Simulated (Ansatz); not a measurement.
`C[CH2][MgH]` + `[CH3]`• → `C[CH2][Mg]`• + CH₄ at 700 K and 1 bar (hydrogen abstraction from a Mg–H bond).

Calculated with Ansatz (gas phase, PBE0-D4/def2-TZVP geometries, no zero-point term in ΔE). CCSD(T)/CBS is the MP2 limit (def2-TZVPP, def2-QZVPP) plus CCSD(T) − MP2 in def2-TZVPP, frozen cores. This one scheme is used for every species. No spin–orbit coupling; open shells (•) take unrestricted orbitals. For Mg outer-core shells are correlated without core-valence functions, which leaves a few kJ/mol of doubt a bond.

```json
{"species": "`C[CH2][MgH]`", "CCSD(T)/CBS energy (Eh)": "-279.57780", "H − E (kJ/mol)": "240.1", "S (J/(mol·K))": "386.7"}
{"species": "`[CH3]`•", "CCSD(T)/CBS energy (Eh)": "-39.78218", "H − E (kJ/mol)": "106.9", "S (J/(mol·K))": "232.5"}
{"species": "`C[CH2][Mg]`•", "CCSD(T)/CBS energy (Eh)": "-278.95850", "H − E (kJ/mol)": "217.2", "S (J/(mol·K))": "367.7"}
{"species": "CH₄", "CCSD(T)/CBS energy (Eh)": "-40.46206", "H − E (kJ/mol)": "145.9", "S (J/(mol·K))": "224.0"}
```

H − E and S are ideal-gas, rigid-rotor, harmonic terms from PBE0-D4/def2-TZVP, with the whole ground term of open shells counted as degenerate. 1 Eh = 2625.50 kJ/mol, R = 8.31446 J/(mol·K).

**Question.** By hand: ΔE, ΔH, ΔS and ΔG.

**Answer.** ΔE = (-278.95850) + (-40.46206) − (-279.57780) − (-39.78218) = -0.06058 Eh = -159.1 kJ/mol. Δ(H − E) = 217.2 + 145.9 − 240.1 − 106.9 = 16.1, so ΔH = -143.0 kJ/mol. ΔS = 367.7 + 224.0 − 386.7 − 232.5 = -27.5 J/(mol·K). ΔG = -143.0 − 700 × (-27.5)/1000 = -123.8 kJ/mol.

**Question.** By hand: the equilibrium constant, and the temperature at which ΔG would vanish if ΔH and ΔS stayed fixed.

**Answer.** log₁₀ K = −ΔG/(RT ln 10) = 9.2. ΔG = 0 at ΔH/ΔS = 5200 K, far beyond where these terms or the molecules hold.

ΔH outweighs TΔS. A doubt of 5 kJ/mol in ΔE shifts log₁₀ K by 0.4 here. These are equilibria of isolated gas molecules and say nothing of rates. Largest T1 diagnostic: 0.012 (customary marks: 0.02 for closed shells, 0.045 for open ones).
